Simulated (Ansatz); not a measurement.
Results of PBE in Ansatz (PAW) for α-quartz (SiO2).

Settings: plane-wave cutoff 520 eV, 12×12×6 k mesh (along the axes of the cell as run), Fermi–Dirac smearing 0.01 eV, scalar-relativistic PAW data made under PBE.

The cell has the measured lattice parameters. Conventional cell: a = 4.9134 Å, b = 4.9134 Å, c = 5.4051 Å, α = 90.00°, β = 90.00°, γ = 120.00°.

```
O2Si
1.0
    2.45672    -4.25516     0.00000
    2.45672     4.25516     0.00000
    0.00000     0.00000     5.40512
Si O
3 6
Direct
  0.00000   0.47000   0.33333
  0.53000   0.53000   0.00000
  0.47000   0.00000   0.66667
  0.26780   0.41460   0.21457
  0.58540   0.85320   0.88124
  0.73220   0.14680   0.45210
  0.85320   0.58540   0.11876
  0.41460   0.26780   0.78543
  0.14680   0.73220   0.54790
```

### Question
List the 31 lowest band energies at Γ above −25 eV (eV, relative to the valence band maximum), grouping those that round alike.

### Answer
At Γ: -19.44, -17.91 (×2), -17.27, -17.22 (×2), -8.24 (×2), -5.42, -5.38, -5.23 (×2), -2.95 (×2), -2.71, -2.46, -1.49 (×2), -1.47, -1.00 (×2), -0.69, -0.32 (×2), 6.01, 9.32 (×2), 9.80 (×2), 11.03, 11.73.

Note: cell and atoms aren't relaxed at this level (largest force 0.41 eV/Å, pressure 7.7 GPa).

Ansatz is a quantum-chemistry and plane-wave program.
